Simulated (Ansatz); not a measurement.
Program: Ansatz. Geometries: PBE0-D4/def2-TZVP. ΔE: electronic, gas phase. CCSD(T)/CBS adds triple-zeta CCSD(T) − MP2 to the extrapolated MP2 energy (def2 sets, frozen cores). Functionals use def2-TZVPP. One conformer a species, not always the lowest.

Consider the isomerisation: `COC(O)F` → `CC(O)(O)F`.

```
             level  ΔE (kcal/mol)  difference from CCSD(T)/CBS
            PBE-D4          -16.7                          1.2
           ωB97X-V          -16.9                          1.0
           ωB97M-V          -17.7                          0.2
            B2PLYP          -16.5                          1.4
               PBE          -16.5                          1.4
            r2SCAN          -17.8                          0.1
     HF/def2-TZVPP          -15.2                          2.7
    MP2/def2-TZVPP          -17.9                          0.0
SCS-MP2/def2-TZVPP          -16.7                          1.2
     HF/def2-QZVPP          -15.1                          2.8
       CCSD(T)/CBS          -17.9                            0
```

Largest T1 diagnostic among the species: 0.011.

In def2-TZVPP, CCSD(T) changes the Hartree–Fock value by −1.9 kcal/mol (the triples alone add −0.1 kcal/mol) and MP2 by −2.8 kcal/mol.

CCSD(T)/CBS has its own doubt, a few kJ/mol and more with outer-core shells, so smaller differences from it don't rank the levels.
